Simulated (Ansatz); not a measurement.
**How methods differ on CH6Si (methylsilane)**

CH6Si has 8 atoms, charge 0, and is taken as a singlet. SMILES: `C[SiH3]`. The coordinates come from a PBE0-D4/def2-TZVP relaxation.

| atom | x (Å) | y (Å) | z (Å) |
| --- | --- | --- | --- |
| C | -0.1815 | 0.2397 | -0.9403 |
| Si | 0.1624 | -0.2145 | 0.8415 |
| H | -1.2405 | 0.1125 | -1.1756 |
| H | 0.3955 | -0.3914 | -1.6198 |
| H | 0.0866 | 1.2807 | -1.1339 |
| H | -0.6250 | 0.6462 | 1.7654 |
| H | 1.6056 | -0.0400 | 1.1599 |
| H | -0.2031 | -1.6332 | 1.1028 |

Quantity: the energy change with the C1–H5 bond stretched from 1.092 to 2.184 Å, in eV. The values are calculated.

```tsv
level	kind	program	value (eV)	less FCI/STO-3G	CPU time (all runs)
HF/STO-3G (restricted)	Hartree–Fock	Ansatz	7.59	+2.82	0.18 s
SVWN5/STO-3G (restricted)	LDA	Ansatz	5.69	+0.92	1.5 s
BLYP/STO-3G (restricted)	GGA	Ansatz	5.23	+0.46	2.3 s
r2SCAN/STO-3G (restricted)	meta-GGA	Ansatz	5.80	+1.03	5 s
HSE06/STO-3G (restricted)	range-separated hybrid	Ansatz	6.09	+1.32	2.8 s
wB97X/STO-3G (restricted)	range-separated hybrid	Ansatz	6.37	+1.60	11 s
CCSDT(Q)/STO-3G (restricted)	coupled cluster or CI	Ansatz	4.77	0.00	0.6 s
CCSDT/STO-3G (restricted)	coupled cluster or CI	Ansatz	4.78	+0.01	0.52 s
FCI/STO-3G	exact in the basis	Ansatz	4.77	0.00	99 s
```

FCI/STO-3G is exact within its basis and frozen core, so for wave-function methods in that basis the difference is their error; functionals converge differently with the basis, so for them it is only a difference. A spin-restricted reference rises too steeply as a bond breaks; here HF/STO-3G, SVWN5/STO-3G, BLYP/STO-3G, r2SCAN/STO-3G, HSE06/STO-3G, wB97X/STO-3G lie well above the multireference or unrestricted value. The first shape isn't each level's own minimum. The values span 4.77 to 7.59 eV. All rows use very small basis sets, so none should be taken for the real molecule's value. CPU times are rough (shared hosts, several kinds of processor and program).
